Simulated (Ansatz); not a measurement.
# CH₃AlSi (SMILES [AlH2][C]#[SiH]): functionals against CCSD(T) at one geometry

Aim: energy, forces and dipole at a structure displaced at random from a GFN2-xTB minimum, from CCSD(T) and from density functionals.

Program: Ansatz 0.2.0, Gaussian basis. Level of theory: single points in def2-TZVPP. These are calculated values, not measurements.

Cores are frozen in the correlated methods.

### 1 Starting geometry

SMILES `[AlH2][C]#[SiH]`, 6 atoms, charge 0, spin multiplicity 1.

Atoms are counted from 1 here; the program's logs count them from 0.

Bond lengths: Al1–C2 1.939 Å, Al1–H4 1.562 Å, Al1–H5 1.591 Å, C2–Si3 1.712 Å, Si3–H6 1.457 Å. Angles: C2–Al1–H4 130.4°, C2–Al1–H5 125.9°, H4–Al1–H5 103.4°, Al1–C2–Si3 106.2°, C2–Si3–H6 173.1°.

As a file:

```
Al   -0.74290    0.24120   -0.88790
C     0.75200   -0.92390   -0.47720
Si    1.18570   -0.59140    1.14510
H    -2.09550   -0.06390   -1.60630
H    -0.77730    1.81940   -0.69000
H     1.67410   -0.43750    2.50880
```

### 2 CCSD(T)/def2-TZVPP

run/in.yaml reads:

```yaml
crystal:
  periodic: [false, false, false]
  atoms:
    - {symbol: Al, position_ang: [-0.742900, 0.241200, -0.887900]}
    - {symbol: C, position_ang: [0.752000, -0.923900, -0.477200]}
    - {symbol: Si, position_ang: [1.185700, -0.591400, 1.145100]}
    - {symbol: H, position_ang: [-2.095500, -0.063900, -1.606300]}
    - {symbol: H, position_ang: [-0.777300, 1.819400, -0.690000]}
    - {symbol: H, position_ang: [1.674100, -0.437500, 2.508800]}
basis:
  gaussian: {orbitals: def2-TZVPP}
correlation: {method: ccsd_t}
output: {forces: true}
```

The command line of these runs was not kept.

### 3 PBE0-D4/def2-TZVPP

run/in.yaml, as its differences from that of step 2:

```diff
@@ -11,3 +11,3 @@
   gaussian: {orbitals: def2-TZVPP}
-correlation: {method: ccsd_t}
-output: {forces: true}
+hamiltonian: {xc: pbe0, dispersion: d4}
+output: {forces: true, orbitals: {seedname: orbitals}}
```

### 4 wB97M-V/def2-TZVPP

run/in.yaml, as its differences from that of step 3:

```diff
@@ -11,3 +11,3 @@
   gaussian: {orbitals: def2-TZVPP}
-hamiltonian: {xc: pbe0, dispersion: d4}
-output: {forces: true, orbitals: {seedname: orbitals}}
+hamiltonian: {xc: {name: wB97M-V}}
+output: {forces: true}
```

### 5 r2SCAN-D4/def2-TZVPP

run/in.yaml, as its differences from that of step 4:

```diff
@@ -11,3 +11,3 @@
   gaussian: {orbitals: def2-TZVPP}
-hamiltonian: {xc: {name: wB97M-V}}
+hamiltonian: {xc: r2scan, dispersion: d4}
 output: {forces: true}
```

### 6 PBE-D4/def2-TZVPP

run/in.yaml, as its differences from that of step 5:

```diff
@@ -11,3 +11,3 @@
   gaussian: {orbitals: def2-TZVPP}
-hamiltonian: {xc: r2scan, dispersion: d4}
+hamiltonian: {xc: pbe, dispersion: d4}
 output: {forces: true}
```

### 7 r2SCAN0-D4/def2-TZVPP

run/in.yaml, as its differences from that of step 6:

```diff
@@ -11,3 +11,3 @@
   gaussian: {orbitals: def2-TZVPP}
-hamiltonian: {xc: pbe, dispersion: d4}
+hamiltonian: {xc: {name: r2SCAN0}, dispersion: d4}
 output: {forces: true}
```

### 8 BLYP-D4/def2-TZVPP

run/in.yaml, as its differences from that of step 7:

```diff
@@ -11,3 +11,3 @@
   gaussian: {orbitals: def2-TZVPP}
-hamiltonian: {xc: {name: r2SCAN0}, dispersion: d4}
+hamiltonian: {xc: {name: BLYP}, dispersion: d4}
 output: {forces: true}
```

(Steps that only read results are left out.)

Before running it: what results should come out? Wanted: energy less free atoms, CCSD(T)/def2-TZVPP; RMS force component; RMS force error; HOMO and LUMO, PBE0-D4; T1 diagnostic.

**Answer**, as computed:

| quantity | value |
| --- | --- |
| energy less free atoms, CCSD(T)/def2-TZVPP | -16.221 eV |
| RMS force component | 0.652 to 1.001 eV/Å over the methods |
| RMS force error | PBE0-D4 0.310, wB97M-V 0.405, r2SCAN-D4 0.225, PBE-D4 0.158, r2SCAN0-D4 0.366, BLYP-D4 0.095 eV/Å |
| HOMO and LUMO, PBE0-D4 | -6.87 and -2.40 eV |
| T1 diagnostic | 0.024 |

In words: Against CCSD(T) the functionals' energies less atoms differ by -0.578 to +0.067 eV, PBE-D4 by -0.578 eV. The reference is not at the basis limit: in triple zeta CCSD(T) underbinds, which counts against methods that bind more; the gaps are no ranking. For forces BLYP-D4 does best and wB97M-V worst. Frozen-core CCSD(T) forces in triple zeta carry basis errors of their own, and this is one geometry, so small gaps rank nothing. The restricted Hartree–Fock reference is unstable towards an unrestricted one at one or more of these structures.
